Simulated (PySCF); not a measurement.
CH5N, charge +1, multiplicity 2. Atoms are numbered in the order given.

```xyz
7

C     -0.7026     0.0160     0.0000
N      0.7079     0.0082     0.0000
H     -1.0905     0.4660     0.9145
H     -1.0905     0.4660    -0.9145
H     -1.0446    -1.0458     0.0000
H      1.2431    -0.0199     0.8685
H      1.2431    -0.0199    -0.8685
```
Charge +1, spin multiplicity 2.

The structure is a stationary point at B3LYP-D3(BJ)/def2-TZVP. The spin state was assumed, not searched.

These are TDA-PBE/def2-TZVPD (PySCF) values and carry that method's errors.

Vertical excitations. The molecule is in vacuum.

| state | energy (eV) | λ (nm) | f | main pairs |
|---|---|---|---|---|
| root 1 | 3.99 | 311 | 0.002 | β HOMO→LUMO 100 % |
| root 2 | 5.76 | 215 | 0.121 | β HOMO−1→LUMO 94 % |
| root 3 | 6.39 | 194 | 0.009 | β HOMO−2→LUMO 96 % |
| root 4 | 8.22 | 151 | 0.001 | β HOMO−3→LUMO 99 % |
| root 5 | 8.35 | 148 | 0.001 | α HOMO→LUMO 99 % |
| root 6 | 9.84 | 126 | 0.023 | α HOMO→LUMO+1 99 % |
| root 7 | 9.88 | 126 | 0.003 | α HOMO→LUMO+2 99 % |
| root 8 | 10.25 | 121 | 0.000 | α HOMO−1→LUMO 66 %, β HOMO→LUMO+1 33 % |
| root 9 | 10.59 | 117 | 0.001 | α HOMO−1→LUMO 34 %, β HOMO→LUMO+1 66 % |
| root 10 | 10.68 | 116 | 0.029 | α HOMO→LUMO+3 95 % |
Unrestricted roots are not spin-pure.
